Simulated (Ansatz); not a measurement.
# MgS+ (quartet): the correlation ladder, 6-31G

How much of the correlation energy of MgS+ (quartet) does each wave-function method recover here?

Method: 6-31G, core rule «outside noble gas», up to 10 orbitals frozen; program: Ansatz 0.2.0, Gaussian basis.

To be run: UHF; CCSD(T) on ROHF; CCSD(T) on UHF; BCCD(T) on ROHF; CISD; CCSDT(Q) on ROHF; CCSDT(Q) on UHF; CISDTQ; CCSDTQ on ROHF; CCSDTQ on UHF; Full CI.

24 further runs of the same task are left out: 8 for a known fault of the program, 2 for a mislabelled method, 7 that didn't finish, 7 set aside as unsound or not needed.

### 1 What is computed

The geometry is a PBE0/def2-TZVP stationary point (not a proven minimum) of the parent state, kept for this charge and spin.

2 atoms, charge 1, spin multiplicity 4.

Atoms are counted from 1 here; the program's logs count them from 0.

Bond lengths: S1–Mg2 2.340 Å.

### 2 UHF

in.yaml

```yaml
crystal:
  periodic: [false, false, false]
  atoms:
    - {symbol: S, position_ang: [0.000000, 0.000000, 0.000000]}
    - {symbol: Mg, position_ang: [0.000000, 0.000000, 2.340400]}
basis:
  gaussian: {orbitals: 6-31G}
total_charge: 1
magnetization: {spin_polarized: true, initial_magnetization: 3}
hamiltonian: {xc: hf}
output: {orbitals: {seedname: orbitals}}
```

The run is started by

```console
$ ansatz run in.yaml --threads 1 --pin off --events-out ev --progress --plain --max-ram 2393MiB
```

Further steps of the session: CCSD(T) on ROHF; CCSD(T) on UHF; BCCD(T) on ROHF; CISD; CCSDT(Q) on ROHF; CCSDT(Q) on UHF; CISDTQ; CCSDTQ on ROHF; CCSDTQ on UHF; Full CI.

**Question.** What will the summary of the whole plan be? Wanted: FCI below the RHF energy; RMP2 from FCI; UMP2 from FCI; RCCSD from FCI; RCCSD(T) from FCI; UCCSD(T) from FCI; RCCSDT(Q) from FCI; UCCSDT(Q) from FCI; T1 diagnostic.

The runs gave:

| quantity | value |
| --- | --- |
| FCI below the RHF energy | -0.8400 eV |
| RMP2 from FCI | +226.0 meV |
| UMP2 from FCI | +213.2 meV |
| RCCSD from FCI | +17.1 meV |
| RCCSD(T) from FCI | +3.5 meV |
| UCCSD(T) from FCI | +2.6 meV |
| RCCSDT(Q) from FCI | -0.1 meV |
| UCCSDT(Q) from FCI | -1.1 meV |
| levels within 1 kcal/mol (43 meV) | CISD, RCCSD, UCCSD, RCCSD(T), UCCSD(T), BCCD(T), RCCSDT, UCCSDT, CISDTQ, RCCSDT(Q), UCCSDT(Q), RCCSDTQ, UCCSDTQ |
| T1 diagnostic | 0.019 |
| effectively unpaired electrons | 3.00 |

RCCSD(T) misses by +3.5 meV, 0.4 % of the correlation energy. One determinant dominates. These misses are within one basis, not against nature; the frozen cores of restricted and unrestricted runs differ, which can shift their rows.
